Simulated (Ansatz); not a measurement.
Basis-set extrapolation for C2H7NO, SMILES `COCN` (PBE0-D4/def2-TZVP geometry, frozen core, the Gaussian-basis code of Ansatz). Multiplicity 1, RHF reference.

|  | def2-TZVPP | def2-QZVPP |
| --- | --- | --- |
| HF | -209.190450 | -209.200680 |
| MP2 correlation | -0.805936 | -0.862814 |
| CCSD(T) correlation | -0.870346 | -0.921827 |

Energies in hartree. Use E(X) = E(∞) + A·exp(−7.88·√X) for Hartree–Fock and E(X) = E(∞) + B·X^(−2.97) for correlation, with X = 3 and 4.

Q: What is the CCSD(T) energy at the basis-set limit?

A: HF limit: -209.200680 + (-0.010230) × 0.13774 = -209.20209. Correlation limit: -0.921827 + (-0.051481) × 0.74074 = -0.95996. Total: -210.16205 hartree, 2.76 eV below CCSD(T)/def2-TZVPP.
